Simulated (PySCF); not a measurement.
Geometries of 2 isomers of C3H7OP, from PySCF 2.14.0, PBE0-D3(BJ)/def2-SVP geometry optimisation, gas phase. One conformer each, no zero-point energy, no frequencies.

Question: Which isomer lies lower at this level?
A.
```xyz
12
angstrom
C     -1.501    0.340   -0.269
P     -0.174    1.529    0.251
C      1.223    0.369    0.731
C      1.548   -0.738   -0.239
O      1.868    0.571    1.729
H     -1.646   -0.498    0.428
H     -1.266   -0.055   -1.268
H     -2.448    0.895   -0.353
H     -0.589    1.767    1.591
H      2.505   -1.197    0.044
H      0.757   -1.505   -0.216
H      1.600   -0.353   -1.270
```
B.
```xyz
12
angstrom
C     -1.491    0.040   -0.407
C     -0.298    0.133    0.512
C      0.986    0.832   -0.026
P      1.114   -0.939    0.215
O      1.234   -1.987   -0.842
H     -1.950    1.030   -0.559
H     -2.254   -0.633    0.011
H     -1.202   -0.361   -1.391
H     -0.535    0.356    1.559
H      1.515    1.528    0.633
H      0.932    1.169   -1.068
H      1.779   -1.155    1.447
```

Answer: A. That is `CPC(C)=O`, 13.7 kcal/mol below the other.

| SMILES | atoms numbered as above | E (Eh) | relative (kcal/mol) | relative (kJ/mol) | dipole (D) |
| --- | --- | --- | --- | --- | --- |
| CPC(C)=O | [CH3:1][PH:2][C:3]([CH3:4])=[O:5] | -534.50095 | 0.0 | 0.0 | 3.11 |
| C[C@@H]1C[P@@H]1=O | [CH3:1][C@@H:2]1[CH2:3][P@@H:4]1=[O:5] | -534.47913 | 13.7 | 57.3 | 3.78 |

As drawn, the lower has a C=O bond, which the higher lacks; the higher has a three-membered ring and a P=O bond, which the lower lacks.
